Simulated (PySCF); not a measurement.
Point-charge models of `[H]/N=C\CC(F)F` against its computed dipole.

Coordinates (PBE0-D3(BJ)/def2-SVP, Å) and charges (e) from the PBE0/pcSseg-1 density (PySCF):

```tsv
atom	x	y	z	Mulliken	IAO	Hirshfeld	ESP-fitted
N1	1.912	1.266	-0.020	-0.3242	-0.4094	-0.2267	-0.7238
C2	1.082	0.415	-0.453	+0.0030	+0.0405	+0.0526	+0.3614
C3	0.113	-0.410	0.346	-0.2940	-0.3318	-0.0902	-0.3154
C4	-1.314	-0.269	-0.133	+0.5118	+0.4570	+0.1521	+0.4531
F5	-1.409	-0.690	-1.415	-0.2984	-0.3047	-0.0984	-0.2428
F6	-2.124	-1.043	0.619	-0.2951	-0.3007	-0.1015	-0.2353
H7	1.848	1.339	1.003	+0.1581	+0.2357	+0.1049	+0.3694
H8	1.051	0.241	-1.543	+0.1345	+0.1480	+0.0477	+0.0526
H9	0.159	-0.146	1.414	+0.1420	+0.1533	+0.0532	+0.0928
H10	0.367	-1.480	0.246	+0.1630	+0.1716	+0.0567	+0.1370
H11	-1.687	0.770	-0.087	+0.0993	+0.1405	+0.0495	+0.0510
```

Compute μ = Σ q r for each scheme (1 e·Å = 4.803 D) and compare with the dipole of the full density.

The full density gives (-0.34, -0.11, 1.56) D, 1.60 D in size; dipole vectors point from the negative to the positive end.

| scheme | μx | μy | μz | size (D) | share of the full size (%) | angle to the full dipole (°) |
| --- | --- | --- | --- | --- | --- | --- |
| Mulliken | 0.35 | 0.70 | 1.24 | 1.47 | 92 | 42 |
| IAO | 0.64 | 1.05 | 1.51 | 1.95 | 121 | 49 |
| Hirshfeld | -0.20 | 0.01 | 0.59 | 0.62 | 39 | 9 |
| ESP-fitted | -0.31 | -0.08 | 1.58 | 1.61 | 101 | 2 |

Which set comes closest?

Length of the difference vector: ESP-fitted 0.05 D, Hirshfeld 0.99 D, Mulliken 1.11 D, IAO 1.52 D. Closest: ESP-fitted. 

What is left for the Hirshfeld atoms' own dipoles?

The shares of the density sum to the whole, so what Σ q r misses lies in dipoles about the nuclei. The atomic dipoles sum to (-0.34, -0.11, 1.56) − (-0.20, 0.01, 0.59) = (-0.14, -0.12, 0.97) D, 0.99 D in size.

With the origin at the mean of the coordinates, (0.000, 0.000, -0.002) Å, which are the largest single terms, by size, of the Hirshfeld dipole along the direction of the full one?

N1 +0.55, F6 -0.55, F5 +0.49, H8 -0.40, H9 +0.35 D; all 11 atoms together +0.61 D. The single terms depend on the origin, their sum doesn't.

Give the size of the full dipole in other units.

1.60 D = 0.631 au = 0.334 e·Å = 5.35 × 10⁻³⁰ C·m.

One conformer (not necessarily the lowest) at the PBE0-D3(BJ)/def2-SVP geometry, without solvent, vibrations or thermal averaging.

The values belong to the conformer `[H]/[N:1]=[CH:2]\[CH2:3][CH:4]([F:5])[F:6]`: N1–C2–C3–C4 126°, C2–C3–C4–F5 61°.
